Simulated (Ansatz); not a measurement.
Input for Ansatz (a quantum-chemistry and plane-wave program): R-CCSD(T)/aug-cc-pVTZ on NH3 (SMILES N) with ghost functions.

Ansatz 0.2 input:
```yaml
crystal:
  periodic: [false, false, false]
  atoms:
    - {symbol: N, position_ang: [-1.68824500, 0.00008300, 0.10484800]}
    - {symbol: H, position_ang: [-2.12640300, -0.81268000, -0.31731000]}
    - {symbol: H, position_ang: [-2.12744200, 0.81184200, -0.31815800]}
    - {symbol: H, position_ang: [-0.71429700, 0.00054300, -0.19240700]}
basis:
  gaussian:
    orbitals: aug-cc-pVTZ
    ghost_atoms:
      - {symbol: N, position_ang: [1.57522500, 0.00008500, -0.04260700]}
      - {symbol: H, position_ang: [2.13110800, 0.81394900, -0.28661400]}
      - {symbol: H, position_ang: [1.49645000, -0.00293600, 0.97025700]}
      - {symbol: H, position_ang: [2.13172100, -0.81189200, -0.29145300]}
magnetization: {spin_polarized: false}
correlation: {method: ccsd_t, electrons: outside_noble_gas}
scf: {lower_state_search: off}
```

The head of its log:

```
WARN ansatz: RAYON_NUM_THREADS=2 ignored (pool sized by the plan → 2); use --threads N
Functional definition: HF
these checks for a lower state are left out or cut short: stability, starts, cluster_reference, orbital_swaps, neighbouring_geometries, increment
integrals: 1.24 GiB planned
1270 factors; integrals over basis functions are off by at most 1.0e-3 eV
mean field: 0.55 GiB planned
mean field evaluation 1: about -1527.8317 eV, gradient 3.2e1 eV
mean field evaluation 2: about -1527.8319 eV, gradient 3.2e1 eV
mean field evaluation 4: about -1529.8129 eV, gradient 1.6e0 eV
mean field evaluation 8: about -1529.8249 eV, gradient 7.7e-4 eV
mean field -1529.82493005 eV, -56.2200292266 hartree, gradient 1.1e-6 eV, S^2 0.000000; 0 other end points of the search recorded, 0 dependent functions left out
1 core orbitals not correlated
reference -1529.82493005 eV, -56.2200292266 hartree; 4, 4 occupied and 225, 225 virtual orbitals, 1270 factors
```

**Question.** Predict the final total energy.

**Answer.** -56.4807 hartree (reference determinant -56.2200, T1 diagnostic 0.008).
